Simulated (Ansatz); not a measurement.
The parent structure is GaP in the zinc blende structure (space group F-43m, No. 216; a = 5.4517 Å).

The values are results of Kohn–Sham DFT with the r2SCAN functional, run in Ansatz (an electronic-structure program) with PAW and 500 eV plane waves, spin-orbit coupling left out, earlier PAW set, not measurements.

The change: As takes the place of P on all its sites, then cell and atoms are relaxed.

Measured band gap: GaP 2.43 eV (static lattice; corrected from measurement; as listed in Wei Chen et al., Physical Review Materials (2018)); GaAs 1.57 eV (static lattice; corrected from measurement; as listed in Wei Chen et al., Physical Review Materials (2018)).

Measured lattice parameter a: GaP 5.439 Å (static lattice; corrected from measurement; as listed in Daniel Mejia-Rodriguez, S. B. Trickey, Phys. Rev. B (2018)); GaAs 5.64 Å (static lattice; corrected from measurement; as listed in Daniel Mejia-Rodriguez, S. B. Trickey, Phys. Rev. B (2018)).

Question: How well does r2SCAN reproduce the measured shift?

Answer: With r2SCAN the band gap moves by -0.88 eV (1.85 → 0.97) against -0.86 eV measured; the lattice parameter a moves by +0.214 Å (5.452 → 5.666) against +0.201 Å measured.

No phonon test of stability was made.
